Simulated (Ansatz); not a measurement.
Relaxation of C2H3ClFN (8 atoms, charge 0, multiplicity 1), to a largest force component of 0.015 eV/Å in at most 40 steps.

The calculation used Ansatz 0.2.0, RKS PBE/def2-SVP.

```xyz
8
Properties=species:S:1:pos:R:3
C -0.968 0.283 0.136
N 0.387 0.706 0.095
C 1.147 -0.280 -0.146
F 0.778 -1.507 -0.322
Cl 2.866 -0.031 -0.219
H -1.623 1.233 0.320
H -1.193 -0.393 0.925
H -1.301 -0.068 -0.845
```

Where does it end, and by what steps?

It converged. The force dipped under the threshold on the way, but the program's further checks kept it going. After 27 steps the energy has fallen by 0.371 eV; F4 moved furthest, 0.79 Å.

```
step  energy less start (eV)  largest force component (eV/Å)  accepted
   0                  0.0000                           3.614       yes
   1                 -0.2549                           1.825       yes
   2                 -0.2844                           0.868       yes
   3                 -0.2983                           0.899       yes
   4                 -0.3319                           0.140       yes
   5                 -0.3321                           0.069       yes
   6                 -0.3326                           0.037       yes
   7                 -0.3326                           0.019       yes
   8                 -0.3326                           0.005       yes
   9                 -0.3326                           0.006       yes
  10                 -0.3327                           0.044       yes
  11                 -0.3245                           0.693        no
  12                 -0.3331                           0.069       yes
  13                 -0.3338                           0.221       yes
  14                 -0.3333                           0.408        no
  15                 -0.3353                           0.201       yes
  16                 -0.3368                           0.266       yes
  17                 -0.3338                           0.448        no
  18                 -0.3414                           0.192       yes
  19                 -0.3470                           0.052       yes
  20                 -0.3525                           0.083       yes
  21                 -0.3578                           0.239       yes
  22                 -0.3661                           0.302       yes
  23                 -0.3697                           0.034       yes
  24                 -0.3696                           0.169        no
  25                 -0.3698                           0.110       yes
  26                 -0.3705                           0.016       yes
  27                 -0.3705                           0.012       yes
```

```xyz
8
Properties=species:S:1:pos:R:3
C -1.059 0.322 0.021
N 0.334 0.579 -0.274
C 1.223 -0.279 -0.076
F 1.036 -1.523 0.420
Cl 2.903 -0.016 -0.414
H -1.425 1.094 0.730
H -1.267 -0.684 0.445
H -1.653 0.449 -0.909
```

Whether the end is a true minimum wasn't checked by a vibrational analysis.

Time of the run: 2.4 min on 1 thread of AMD EPYC 7R43 64-Core Processor (Zen 3) (shared host), peak memory 0.16 GiB.
